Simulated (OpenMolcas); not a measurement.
A ladder of methods for CH2BN (SMILES BC#N)

CH2BN: 5 atoms, total charge 0, spin state singlet. As SMILES, `BC#N`. Geometry: relaxed at PBE0-D4/def2-TZVP.

```xyz
5

B    -0.2192    0.4413   -0.3419
C     0.3527   -0.6967    0.4907
N     0.7865   -1.5596    1.1222
H    -0.7443    0.1874   -1.3776
H    -0.1259    1.5540    0.0653
```

Quantity: the energy change with the B1–H4 bond stretched from 1.189 to 2.615 Å, in eV. The values are calculated.

| level | kind | program | value (eV) | less CCSD(T)/def2-TZVP |
| --- | --- | --- | --- | --- |
| HF/def2-TZVP (restricted) | Hartree–Fock | OpenMolcas | 5.34 | +1.24 |
| SVWN5/def2-TZVP (restricted) | LDA | OpenMolcas | 4.27 | +0.17 |
| BLYP/def2-TZVP (restricted) | GGA | OpenMolcas | 4.20 | +0.10 |
| M06-L/def2-TZVP (restricted) | meta-GGA | OpenMolcas | 4.59 | +0.49 |
| M06-2X/def2-TZVP (restricted) | hybrid meta-GGA | OpenMolcas | 4.86 | +0.76 |
| PBE0/def2-TZVP (restricted) | global hybrid | OpenMolcas | 4.66 | +0.56 |
| B2PLYP/def2-TZVP (restricted) | double hybrid | OpenMolcas | 4.64 | +0.54 |
| MP2/def2-TZVP (restricted) | perturbation theory | OpenMolcas | 4.83 | +0.73 |
| CCSD(T)/def2-TZVP (Cholesky decomposition) (restricted) | coupled cluster or CI | OpenMolcas | 4.10 | 0.00 |

Differences are taken from CCSD(T)/def2-TZVP (Cholesky decomposition) (restricted) for orientation; it has basis-set and higher-order errors of its own. At this stretch a single reference begins to fail. The first shape isn't each level's own minimum. The values span 4.10 to 5.34 eV.
